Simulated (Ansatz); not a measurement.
**AlH2+ (triplet): from Hartree-Fock to the top rungs at distance Al1–H2 = 5.942 Å, cc-pVQZ**

An exercise on one series of results from a longer session: the logs are not shown, and one member is left open.

Method: cc-pVQZ, core rule «outside noble gas», up to 5 orbitals frozen; program: Ansatz 0.2.0, Gaussian basis.

To be run: UHF; CCSD(T) on ROHF; CCSD(T) on UHF; BCCD(T) on ROHF; CCSDT(Q) on ROHF; CCSDT(Q) on UHF; CASSCF and MRCISD+Q, 4 electrons in 6 orbitals; CASSCF and NEVPT2, 4 electrons in 6 orbitals; Full CI.

4 further runs of the same task are left out: 4 for a known fault of the program. Runs told in other sessions of the task aren't counted.

### The system

The geometry derives from a PBE0/def2-TZVP stationary point (not a proven minimum). One bond is set to the value named and the two fragments are kept rigid.

3 atoms, charge 1, spin multiplicity 3.

Atoms are counted from 1 here; the program's logs count them from 0.

Bond lengths: Al1–H3 1.722 Å.

Set-up of the first run:

File in.yaml:

```yaml
crystal:
  periodic: [false, false, false]
  atoms:
    - {symbol: Al, position_ang: [0.000000, -0.076616, -0.227174]}
    - {symbol: H, position_ang: [0.000000, 3.027130, 4.839790]}
    - {symbol: H, position_ang: [0.000000, -0.976195, 1.241417]}
basis:
  gaussian: {orbitals: cc-pVQZ}
total_charge: 1
magnetization: {spin_polarized: true, initial_magnetization: 2}
hamiltonian: {xc: hf}
output: {orbitals: {seedname: orbitals}}
```

Run with:

```sh
$ ansatz run in.yaml --threads 1 --pin off --events-out ev --progress --plain --max-ram 4096MiB --backend cpu
```

Among the steps run: UHF; CCSD(T) on ROHF; CCSD(T) on UHF; BCCD(T) on ROHF; CCSDT(Q) on ROHF; CCSDT(Q) on UHF; CASSCF and MRCISD+Q, 4 electrons in 6 orbitals; CASSCF and NEVPT2, 4 electrons in 6 orbitals; Full CI.

One of the session's tables, all rows but one given; the rest of the session is left out.

| method | from FCI (meV) |
| --- | --- |
| ROHF | +1507.0 |
| UHF | +1331.3 |
| RMP2 | +413.1 |
| UMP2 | +383.7 |
| RCCSD | +35.5 |
| UCCSD | +23.9 |
| RCCSD(T) | +8.1 |
| UCCSD(T) | +5.7 |
| BCCD(T) | +7.2 |
| RCCSDT | 0.0 |
| UCCSDT | -1.3 |
| RCCSDT(Q) | 0.0 |
| UCCSDT(Q) | -1.3 |
| CASSCF valence | ? |
| NEVPT2 valence | +154.8 |
| MRCISD valence | +15.5 |
| MRCISD+Q valence | +8.2 |
| FCI | 0 |

**Question.** Estimate the row for CASSCF valence.

As computed: from FCI (meV): +561.0. In the column «from FCI (meV)» it lies between RMP2 (+413.1) and UHF (+1331.3).

To keep in mind: Levels on UHF freeze UHF's core orbitals, full CI those of ROHF, so the U rows can settle a little off it for that reason alone. Restricted and unrestricted rows rest on different reference determinants; a gap between their highest levels can come from leftover correlation error, from unlike frozen cores or from another state.
